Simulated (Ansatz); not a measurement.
Corundum (α-Al2O3), treated with PBE-D4 (plane waves, PAW; Ansatz, a program for electronic structure).

Settings: plane-wave cutoff 520 eV, 8×8×8 k mesh, Fermi–Dirac smearing 0.01 eV, scalar-relativistic PAW data made under PBE.

Shape and atoms are relaxed at each volume.

The direct gap at Γ against volume; x = 100 ln(V/8.588 Å³). One gap is withheld.

| V (Å³/atom) | x | gap (eV) |
|---|---|---|
| 8.244 | -4.09 | ? |
| 8.416 | -2.02 | 6.335 |
| 8.588 | 0.00 | 6.089 |
| 8.760 | 1.98 | 5.851 |
| 8.931 | 3.92 | 5.620 |

Q: Fit a straight line to the rows shown, give the volume deformation potential and predict the withheld gap.

A: Means of the 4 rows: x̄ = 0.970, ȳ = 5.9737 eV. Σ(x − x̄)(y − ȳ) = -2.3595 and Σ(x − x̄)² = 19.604, so the slope is -0.1204 eV per unit of x, and dE_g/d ln V = -12.0 eV. At x = -4.09: 5.9737 + (-0.1204) × (-4.09 − (0.970)) = 6.583 eV. The run gives 6.590 eV, 0.007 eV above the line, as the curve bends the same way over all rows.

Note: the bulk modulus comes from volumes at which shape and atoms were relaxed.
